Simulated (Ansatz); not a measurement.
This Ansatz (an electronic-structure program) input (PBE0/6-31G**) gives -291.12099 Eh with 34 basis functions. A basis named .json is the Basis Set Exchange file of that set (core-valence sets with the plain set on hydrogen).

Ansatz 0.2 input:
```yaml
crystal:
  periodic: [false, false, false]
  atoms:
    - {symbol: Si, position_ang: [0.08512521, 0.08333339, 0.08368655]}
    - {symbol: H, position_ang: [-0.93940997, -0.90765273, 0.67751647]}
    - {symbol: H, position_ang: [-0.91388705, 0.68123940, -0.93063229]}
    - {symbol: H, position_ang: [0.66154409, -0.94025419, -0.91849584]}
basis:
  gaussian:
    orbitals: 6-31G__.json
hamiltonian:
  xc: {name: PBE0}
total_charge: -1
magnetization: {spin_polarized: false}
```

Change:
```diff
- orbitals: 6-31G__.json
+ orbitals: def2-TZVPPD.json
```

**Question.** What does the run give now?

**Answer.** -291.15368 Eh (PBE0/def2-TZVPPD, 99 functions), a change of -32.69 mEh.
